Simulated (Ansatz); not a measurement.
The first iterations of a band of AlH$_{3}$O (5 atoms, charge 0, multiplicity 1).

Level of theory: RKS r2SCANh-D4/def2-SVP in Ansatz.

* movable images: 3
* climbing image: no
* spring: 5.0 eV/Å²
* optimiser: quadratic models (default)
* start path: through a guess of the saddle point
* force threshold: 0.05 eV/Å
* iteration limit: 60
* end points: relaxed

Image 0:

```xyz
5
Properties=species:S:1:pos:R:3
Al 0.353 -0.088 0.188
H 0.278 -0.258 1.763
H 1.671 0.255 -0.608
O -1.044 -0.275 -0.763
H -1.930 -0.482 -0.466
```

Image 4:

```xyz
5
Properties=species:S:1:pos:R:3
Al -1.837 -0.619 1.478
H 1.323 0.123 -0.091
H 2.056 0.276 -0.207
O -1.243 -0.377 -0.081
H -0.971 -0.250 -0.985
```

| iteration | highest image above the first end (eV) | largest band force component (eV/Å) |
| --- | --- | --- |
| 1 | 24.637 | 107.041 |
| 2 | 7.823 | 32.323 |
| 3 | 3.667 | 12.207 |
| 4 | 3.089 | 8.297 |
| 5 | 2.687 | 9.959 |
| 6 | 2.168 | 6.569 |
| 7 | 1.941 | 2.868 |
| 8 | 1.687 | 1.753 |
| 9 | 1.593 | 1.116 |

**Question.** Does the band converge within its limit, and where does its top end?

**Answer.** It converged. It ended after 27 iterations with the highest image 1.504 eV above the first end. Neighbouring images differ by up to 1.5 eV, so the band resolves the path poorly. No image climbed, so the highest image needn't sit at the top of the path. A band with more images between the same ends climbed to 3.44 eV, so this one has probably stepped over the top. So few images can step over the top or miss a turn of the path. The orbitals stay closed-shell, which can raise the energy where a bond breaks towards radicals; this wasn't checked here.

The run took 91 s on 1 thread of Intel(R) Xeon(R) CPU @ 2.60GHz (Ice Lake), on a shared host, peak memory 0.12 GiB.
